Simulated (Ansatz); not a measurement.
# [CH3···H···Cl], doublet: transfer scan

Starting geometry:

| atom | x (Å) | y (Å) | z (Å) |
| --- | --- | --- | --- |
| C | -2.1301 | 0.0000 | 0.0000 |
| H | -2.4933 | 1.0273 | 0.0000 |
| H | -2.4933 | -0.5137 | 0.8897 |
| H | -2.4933 | -0.5137 | -0.8897 |
| H | -1.0405 | 0.0000 | 0.0000 |
| Cl | 0.9639 | 0.0000 | 0.0000 |

From there H5 is moved from one fragment to the other while all else, the fragments' distance too, stays fixed, so the hump isn't the reaction's barrier; atoms are numbered as listed. Energies are in eV, counted from the starting geometry at the same level.

Basis cc-pVDZ; Ansatz 0.2.0. Only valence electrons are correlated (noble-gas cores frozen). Prefix R: restricted or restricted open-shell reference; prefix U: unrestricted. Active spaces: valence = (15e, 12o) chosen from the atoms' valence shells.

Runs in a small pair space aren't shown, since their orbitals change along the scan.

Full CI isn't at hand for all of this; UCCSDT(Q) serves as the reference, and is uncertain by about the last step of the cluster series. The frozen core follows each run's orbitals, which can shift R against U totals by a few meV.

```csv
distance C1-H5 (Å),UCCSDT(Q),error UCCSD,error RCCSD(T),error UCCSD(T),error RCCSDT(Q),error MRCISD (valence space),error MRCISD+Q (valence space)
1.090,0.000,0.000,0.000,0.000,0.000,0.000,0.000
1.183,0.082,0.013,0.002,0.002,0.000,0.009,0.005
1.370,0.535,0.045,0.007,0.009,0.000,0.025,0.012
1.557,0.692,0.047,0.011,0.012,0.000,0.029,0.014
1.744,0.520,0.018,0.005,0.005,0.000,0.025,0.013
```

Errors are those of relative energies. In total energy the starting point itself misses UCCSDT(Q) by: UCCSD 0.176, RCCSD(T) 0.027, UCCSD(T) 0.026, RCCSDT(Q) 0.000, MRCISD (valence space) 0.528, MRCISD+Q (valence space) 0.021 eV.

Spread of the error over the points with a reference, to 1.744 Å (largest less smallest): RCCSDT(Q) 0.000, RCCSD(T) 0.011, UCCSD(T) 0.012, MRCISD+Q (valence space) 0.014, MRCISD (valence space) 0.029, UCCSD 0.047 eV.
